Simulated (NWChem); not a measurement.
A series in which one site is exchanged, each optimised at PBE0/def2-SVP with NWChem, gas phase unless a solvent is named. For some, no frequency run checked for a minimum. def2 effective core potentials on Zr; no spin-orbit coupling.

A: C[SiH3] (CH$_{6}$Si; site = Si)
B: CC (C$_{2}$H$_{6}$; site = C)
C: [CH3][ZrH3] (CH₆Zr; site = Zr)

```csv
quantity,A,B,C
"dipole (D), PBE0/def2-SVP",0.80,0.00,___
"vertical ionisation energy, ΔSCF, PBE0/def2-SVP (eV)",11.58,12.15,___
"static polarisability, PBE0/def2-SVPD (bohr³)",43.3,28.5,___
```

**Question.** Some entries are withheld; supply them.

**Answer.** 
- dipole (D), PBE0/def2-SVP, C: 1.06
- vertical ionisation energy, ΔSCF, PBE0/def2-SVP (eV), C: 10.31
- static polarisability, PBE0/def2-SVPD (bohr³), C: 66.1
